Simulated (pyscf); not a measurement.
Thermochemistry of product channels of H₂As–AsH₂ (SMILES [AsH2][AsH2]) + H₂O (SMILES O) on the singlet surface, in kJ/mol, from ωB97M-D3(BJ)/def2-TZVP energies (ideal gas, 1 atm, RRHO with modes under 100 cm⁻¹ raised to 100, one conformer, R ln 2 for rigid chiral ones). PySCF, gas phase, ωB97X-D3(BJ)/def2-SVP geometries.

```tsv
products	ΔE	ΔH(298 K)	ΔG(298 K)	ΔG(900 K)
HO–AsH–AsH₂ (SMILES O[AsH][AsH2]) + H₂ (SMILES [H][H])	+46.7	+35.3	+42.0	+49.8
HO–AsH₂ (SMILES O[AsH2]) + AsH₃ (SMILES [AsH3])	+55.6	+48.7	+48.9	+51.6
```

These are energies of the channels, which say nothing of barriers. Elements up to Kr have no core potential and no relativistic terms here.
